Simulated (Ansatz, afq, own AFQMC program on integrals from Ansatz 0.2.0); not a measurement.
AFQMC on a folder of integrals that Ansatz 0.2.0 wrote.

```yaml
crystal:
  periodic: [false, false, false]
  atoms:
    - {symbol: Al, position_ang: [0.000000, 0.000000, 0.124200]}
    - {symbol: P, position_ang: [0.000000, 0.000000, -1.829800]}
    - {symbol: H, position_ang: [0.000000, 0.000000, 1.705600]}
basis:
  gaussian: {orbitals: 6-31G}
magnetization: {spin_polarized: true, initial_magnetization: 1}
correlation: {method: ccsd_t, electrons: outside_noble_gas, hamiltonian_folder: ham}
```

```sh
$ ansatz run in.yaml --threads 1 --pin off --events-out ev --progress --plain --max-ram 24576MiB --backend cuda --devices 0, --max-vram 18GiB
```

afq runs on the folder ham with

```
--method phaseless --trial cisd --walkers 4000 --populations 20 --least-time 60 --time-step 0.005 --steps-per-block 50 --equilibration-blocks 28 --max-blocks 4000 --target-error 0.00018 --factor-cut 1e-05 --start spin_pure --seed 8494 --release-times 0.24,0.51,0.99,1.62,2.4 --release-step 0.03 --release-every 3 --taylor-order 6
```

Times are imaginary, in 1/Eh. The walk had a cap of 122 s. With eight or more populations the least sampling time is a fifth of least-time, and the error comes from their spread.

Log:

```
orbitals 18  electrons 5 4  factors 105 of 310
reference energy -583.08221457 Eh
CCSD correlation -0.09211016 Eh in 12 cycles, weight of the determinant in the CISD state 0.9020
energy of the start -583.173847 Eh
 block  time / (1/Eh)  mean weight  energy / Eh
     1     0.250  1.0000  -583.173382
     2     0.500  1.0000  -583.173667
     3     0.750  1.0000  -583.174206
     4     1.000  1.0000  -583.174775
     5     1.250  1.0002  -583.175244
    12     3.000  1.0000  -583.177459
    19     4.750  1.0001  -583.177476
    26     6.500  1.0001  -583.178199
    33     8.250  1.0001  -583.179059
    40    10.000  1.0000  -583.177915
    47    11.750  1.0000  -583.177950
    50    12.500  0.9999  -583.177374
    54    13.500  0.9999  -583.177573
    61    15.250  1.0001  -583.177521
    68    17.000  1.0001  -583.178144
    75    18.750  1.0000  -583.178085
    78    19.500  0.9999  -583.178627
error from the spread of 20 populations
released: time / (1/Eh)  energy / Eh  error  mean overlap
  0.24  -583.178057  0.000094  1.0009
  0.51  -583.178158  0.000071  0.9985
  0.99  -583.178159  0.000063  0.9991
  1.62  -583.178263  0.000076  0.9977
  2.40  -583.178263  0.000057  0.9978
energy -583.178044 +/- 0.000127 Eh
(rows thinned)
```

The run passed its tests (sampling time, drift between the halves within three errors, error under three times the target), which doesn't prove that it has relaxed.

Against this walk (error 3.5 meV) on the same determinant: CCSD(T) 21.0 meV higher, CCSDT(Q) 9.3 meV lower, CCSDTQ 8.5 meV lower, full CI 8.4 meV lower. The error is statistical and leaves out the bias of the constraint. Released to 2.40 1/Eh the energy moves by -6 ± 4 meV (both errors), within twice the noise.

Cautions: constraint bias not in the error.

The walk took 20 s on 1 × NVIDIA H100 80GB HBM3 with 2 threads of AMD EPYC 7R13 Processor (Zen 3) (shared host) (the card was shared). The log's last line is the phaseless energy.

CCSDT and higher add their correlation energy to the determinant of the CCSD(T) run, since their own runs factorise the integrals more tightly (a shift of under 2 meV). A walk keeps the symmetry of its determinant, which the program's search chose and which needn't be the lowest solution, so a lower state of the same spin and another symmetry isn't excluded.
